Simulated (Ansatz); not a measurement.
# C4H6O: the cost of one run

Computed with Ansatz 0.2.0 through its Python package. Level of theory: PBE0+D4/6-31G*.

**1. The structure**

Bond lengths: C1–C2 1.441 Å, C2–C3 1.188 Å, C3–O4 1.409 Å, O4–C5 1.431 Å, C1–H6 1.125 Å, C1–H7 1.046 Å, C1–H8 1.118 Å, C5–H9 1.059 Å, C5–H10 1.071 Å, C5–H11 1.126 Å. Angles (14 of 15 angles, heavy atoms first): C1–C2–C3 178.2°, C2–C3–O4 175.0°, C3–O4–C5 106.2°, C2–C1–H6 110.5°, C2–C1–H7 114.3°, C2–C1–H8 107.3°, O4–C5–H9 113.8°, O4–C5–H10 105.4°, O4–C5–H11 108.9°, H6–C1–H7 110.6°, H6–C1–H8 102.9°, H7–C1–H8 110.6°, H9–C5–H10 112.5°, H9–C5–H11 108.0°.

The script holds or builds the structure itself.

**2. The script**

Input file torsion_c4h6o.py:

```python
"""Rigid torsion scan of C4H6O."""

import ansatz as az
from ase import Atoms

BASIS_SET = "6-31G*"
FUNCTIONAL = "PBE0"
DISPERSION = "d4"
FMAX = 0.02

atoms = Atoms(["C", "C", "C", "O", "C", "H", "H", "H", "H", "H", "H"], positions=[
    (-1.3888, -0.9722, 1.6766),
    (-0.3553, -0.6263, 0.7334),
    (0.5102, -0.3768, -0.0418),
    (1.6163, -0.1072, -0.8716),
    (1.2472, 1.0187, -1.6742),
    (-1.4314, -0.217, 2.5089),
    (-1.3124, -1.9409, 2.0633),
    (-2.3705, -0.8315, 1.1615),
    (0.3532, 0.8769, -2.2232),
    (2.0905, 1.2058, -2.307),
    (1.1062, 1.9135, -1.0054),
])

# start the scan from a relaxed geometry
first = (
    az.Crystal.molecule_from_ase(atoms).calculation()
    .basis(gaussian=BASIS_SET)
    .functional(FUNCTIONAL, dispersion=DISPERSION)
    .relax(force_tolerance=FMAX, max_steps=80)
)
atoms.positions = first.run(threads=1).report["positions_ang"]

start = atoms.get_dihedral(2, 3, 4, 8)
energies = {}
for turn in range(0, 121, 15):
    turned = atoms.copy()
    turned.set_dihedral(2, 3, 4, 8, start + turn, indices=[4, 8, 9, 10])
    job = (
        az.Crystal.molecule_from_ase(turned).calculation()
        .basis(gaussian=BASIS_SET)
        .functional(FUNCTIONAL, dispersion=DISPERSION)
    )
    energies[round((start + turn) % 360)] = job.run(threads=1).report["free_energy_ev"]
floor = min(energies.values())
print("dihedral C2-O3-C4-H8 (deg)   E - E(min) (kcal/mol)")
for angle, e in sorted(energies.items()):
    print(f"{angle:8d} {23.060548 * (e - floor):14.3f}  " + "#" * int(30 * (e - floor) / max(max(energies.values()) - floor, 1e-9)))
```

**3. What the engine is handed**

The package turns the script's settings into the engine's input (first run):

```yaml
crystal:
  periodic: [false, false, false]
  atoms:
    - { symbol: C, position_ang: [-1.3888, -0.9722, 1.6766] }
    - { symbol: C, position_ang: [-0.3553, -0.6263, 0.7334] }
    - { symbol: C, position_ang: [0.5102, -0.3768, -0.0418] }
    - { symbol: O, position_ang: [1.6163, -0.1072, -0.8716] }
    - { symbol: C, position_ang: [1.2472, 1.0187, -1.6742] }
    - { symbol: H, position_ang: [-1.4314, -0.217, 2.5089] }
    - { symbol: H, position_ang: [-1.3124, -1.9409, 2.0633] }
    - { symbol: H, position_ang: [-2.3705, -0.8315, 1.1615] }
    - { symbol: H, position_ang: [0.3532, 0.8769, -2.2232] }
    - { symbol: H, position_ang: [2.0905, 1.2058, -2.307] }
    - { symbol: H, position_ang: [1.1062, 1.9135, -1.0054] }
basis:
  gaussian:
    orbitals: "6-31G*"
hamiltonian:
  xc: pbe0
  dispersion: d4
relax:
  f_tol: 0.02
  max_steps: 80
```

**4. Launch**

Run with:

```console
$ python torsion_c4h6o.py
```

What time and memory should one allow on 1 thread of Arm Neoverse V2, shared host?

About 34 s, with a peak of 0.23 GiB.
